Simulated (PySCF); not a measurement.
H₂SiO, optimised at HF/6-31G*:

```xyz
4

O     -0.1123     0.7072    -1.5299
Si     0.2574    -0.0537    -0.2926
H     -0.1446    -1.4397    -0.0182
H      1.0692     0.4886     0.8049
```

Method: PySCF energies (xtb for GFN2) plus ideal-gas RRHO corrections (1 bar). 6-31G* has spherical d functions here. All species are closed-shell singlets. B3LYP is the form with VWN-RPA correlation. H₂SiO: computed as isolated molecules; such fragments, hydroxides, amides, oligomers or adducts are transient or little studied in the gas.

Question: List the harmonic frequencies (cm⁻¹, unscaled) at this level and at the other levels, each on its own geometry.

Answer: 
- HF/6-31G*: 785, 808, 1124, 1353, 2430, 2431
- B3LYP/6-31G*: 696, 710, 1036, 1218, 2244, 2261
- GFN2-xTB: 582, 673, 874, 1400, 2279, 2357
- PBE/def2-SVP: 658, 659, 971, 1161, 2141, 2160
- PBE0/def2-TZVP: 685, 701, 1001, 1246, 2222, 2237
